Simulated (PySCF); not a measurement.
# H5NSi (H3Si ... H2N): the cost of one run

Programs: PySCF 2.14.0, with routines of our own; each step states its level. All values are computed. Atoms count from 0.

## (1) The system as given

7 atoms, charge 0, high-spin multiplicity 3; geometry from: GFN2-xTB fragments, placed rigidly.

The system (radical pair): H3Si···H2N. The radical centres are 3.73 Å apart, face to face; the spin sites are atoms 0, 1, 2, 3 (1 unpaired) and atoms 4, 5, 6 (1 unpaired).

## (2) Magnetic exchange: CASSCF and SC-NEVPT2/def2-TZVP (2,2)

What the job is given:

```
{"job": {"kind": "cas", "basis": "def2-TZVP", "active": "magnetic", "zfs": true}, "charge": 0, "high_spin_multiplicity": 3, "spin_sites": [[[0, 1, 2, 3], 1], [[4, 5, 6], 1]]}
Si    -0.600000     0.166200    -1.345900
H      0.586600    -0.602300    -1.663500
H     -1.860200    -0.475100    -1.663500
H     -0.526500     1.578200    -1.663400
N      0.800000     0.166200     2.112100
H      1.630100    -0.416600     2.112100
H     -0.030000    -0.416600     2.112100
```

Level: CASSCF and SC-NEVPT2/def2-TZVP spin states, gas phase.

Command:

```bash
OMP_NUM_THREADS=1 python exch_run.py task.json out
```

One launch serves the whole session: the jobs run in the order shown.

**Question.** How long does this first job take on 1 thread of Arm Neoverse N1, shared host, and how much memory does it need?

About 3.3 s, with a peak of 0.24 GiB.
